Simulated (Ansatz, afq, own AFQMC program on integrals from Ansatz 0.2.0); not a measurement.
## Se, quintet: AFQMC among the cluster methods

A free Se atom.

Basis cc-pVDZ. Noble-gas cores (and the filled d shells of Ga–Kr and In–Xe) are frozen. Integrals, coupled cluster, full CI and functionals: Ansatz 0.2.0; the random walks run on the same integrals in our own AFQMC program. ph-AFQMC/CISD is guided by a CISD state made of CCSD amplitudes; releasing the constraint for a short imaginary time cuts its bias at the price of noise, slowly where states lie close. Uncertainties: one standard error, sampling alone. No spin–orbit coupling.

Determinant: UHF, the one that the program's search chose, which needn't be the lowest solution.

Full CI on the same integrals is exact in this basis and with this determinant's frozen core.

Cautions: no relativity below Rb; no spin-orbit coupling; inner d shell frozen; another spin lies lower (by 13.48 eV); in this basis the state lies above a state of the ion, a sign that the basis lacks the diffuse functions it needs, so its energy is an artefact of the basis.

- T1 diagnostic: 0.0013
- weight of the determinant in the CISD state: 0.934
- ⟨S²⟩ of the determinant: 6.001
- size of the correlated space: 6 electrons in 13 orbitals

Reference: full CI, correlation energy -2.671 eV. The released energy is read at 2.40 1/Eh (meV from the phaseless value at times in 1/Eh: -0.4 ± 0.8 at 0.24, -2.1 ± 0.6 at 0.51, -2.8 ± 0.7 at 0.99, -3.3 ± 0.7 at 1.62, -4.2 ± 0.5 at 2.40).

```json
{"level": "HF", "E − E(reference) (kcal/mol)": "61.60", "share of correlation (%)": "0.00"}
{"level": "MP2", "E − E(reference) (kcal/mol)": "11.85", "share of correlation (%)": "80.77"}
{"level": "CCSD", "E − E(reference) (kcal/mol)": "1.33", "share of correlation (%)": "97.85"}
{"level": "CCSD(T)", "E − E(reference) (kcal/mol)": "0.38", "share of correlation (%)": "99.38"}
{"level": "CCSDT", "E − E(reference) (kcal/mol)": "0.18", "share of correlation (%)": "99.71"}
{"level": "CCSDT(Q)", "E − E(reference) (kcal/mol)": "0.04", "share of correlation (%)": "99.94"}
{"level": "CCSDTQ", "E − E(reference) (kcal/mol)": "0.00", "share of correlation (%)": "100.00"}
{"level": "ph-AFQMC/CISD", "E − E(reference) (kcal/mol)": "0.08 ± 0.03", "share of correlation (%)": "99.87"}
{"level": "released AFQMC", "E − E(reference) (kcal/mol)": "-0.02 ± 0.01", "share of correlation (%)": "100.03"}
```

CCSDT and higher add their correlation energy to the determinant of the CCSD(T) run, since their own runs factorise the integrals more tightly (a shift of under 2 meV). A walk keeps the symmetry of its determinant, which the program's search chose and which needn't be the lowest solution, so a lower state of the same spin and another symmetry isn't excluded. Released energies are given only where the last usable release times agree within the noise; a slower fall can still hide under it.
